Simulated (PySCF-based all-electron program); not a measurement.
## Bond force of S2, triplet

Calculated with an in-house all-electron program built on PySCF, in large uncontracted Gaussian sets near the basis limit; the spin-free Dirac equation, no spin–orbit coupling, spin-unrestricted, lowest state found (another of this spin can lie close). Forces are good to about 0.002 eV/Å. A positive force pushes the atoms apart.

```tsv
r (Å)	PBE (eV/Å)
1.7001	10.282
1.889	?
2.0779	-3.278
```

Problem. Fill in the missing PBE forces.

Solution. 1.889 Å: 0.595 eV/Å.

Problem. Between which listed lengths does the PBE force vanish, and at which of the two is it smaller?

Solution. Between 1.889 and 2.078 Å. The force is smaller at 1.889 Å.
